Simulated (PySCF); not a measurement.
**Other spins and charges of HB–CH2, singlet at one geometry**

Geometry (PBE0/def2-TZVP stationary point for this spin, not checked as a minimum):

```json
{"atom": "B", "x (Å)": "0.0000", "y (Å)": "0.0000", "z (Å)": "0.7455"}
{"atom": "C", "x (Å)": "0.0000", "y (Å)": "0.0000", "z (Å)": "-0.6287"}
{"atom": "H", "x (Å)": "0.0000", "y (Å)": "0.0000", "z (Å)": "1.9208"}
{"atom": "H", "x (Å)": "0.0000", "y (Å)": "0.9159", "z (Å)": "-1.2126"}
{"atom": "H", "x (Å)": "0.0000", "y (Å)": "-0.9159", "z (Å)": "-1.2126"}
```

Basis cc-pVDZ; PySCF 2.14.0. Correlated methods freeze the noble-gas cores. Prefix R: restricted or restricted open-shell reference.

Gaps are energies of the second state less the first, at fixed atoms, for a selection of the levels run; mean-field and cluster levels share one orbital occupation for each state, and full CI takes the lowest of the symmetries tried.

Triplet less singlet: 2.844 eV at RCCSDT.

```
   level  gap (eV)  error (meV)
     RHF     2.075         -769
    RMP2     2.855           11
   RCCSD     2.762          -82
RCCSD(T)     2.843           -1
     PBE     2.727         -117
  r2SCAN     2.523         -321
    PBE0     2.596         -248
   B3LYP     2.719         -125
 wB97M-V     2.842           -2
  B2PLYP     2.782          -62
```

Removing an electron, to the doublet: 9.150 eV at RCCSDT.

```csv
level,gap (eV),error (meV)
RHF,7.858,-1292
RMP2,9.106,-44
RCCSD,9.058,-92
PBE,9.330,180
r2SCAN,9.179,29
PBE0,9.203,53
B3LYP,9.279,129
wB97X-V,9.217,67
wB97M-V,9.216,66
B2PLYP,9.162,12
```

In so small a basis the reference is far from its limit while semilocal and hybrid functionals are nearer theirs (RPA and double hybrids share part of the reference's basis error), so the functionals' errors here hold much of the reference's basis and frozen-core error, which can add to them or hide them.

Full CI isn't at hand for all of this; RCCSDT serves as the reference. It lacks quadruple excitations, which often exceed the step from CCSD(T) to CCSDT.
